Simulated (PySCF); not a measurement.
How methods differ on the ionisation energy of Mg

Mg [Ne] 3s2 (1S) → Mg⁺ [Ne] 3s1 (2S), as a difference of total energies. All numbers are calculated (PySCF 2.14, the spin-free X2C one-electron Hamiltonian (Gaussian nucleus), in x2c-QZVPPall with one added diffuse shell each of s, p, d, f type (10s7p6d3f, 82 functions)). Correlated levels: valence and next inner shell: 1s2 frozen. The calculations carry no spin-orbit coupling.

```csv
method,ionisation energy (eV),error (eV)
UHF,6.615,-1.031
MP2 (valence and next inner shell),7.389,-0.257
SCS-MP2 (valence and next inner shell),7.488,-0.158
CCSD (valence and next inner shell),7.583,-0.063
CCSD(T) (valence and next inner shell),7.618,-0.028
```

Reference: 7.646 eV (measured; NIST Atomic Spectra Database, ionization energies).

Errors of the correlated levels include the incompleteness of this basis and the frozen core.
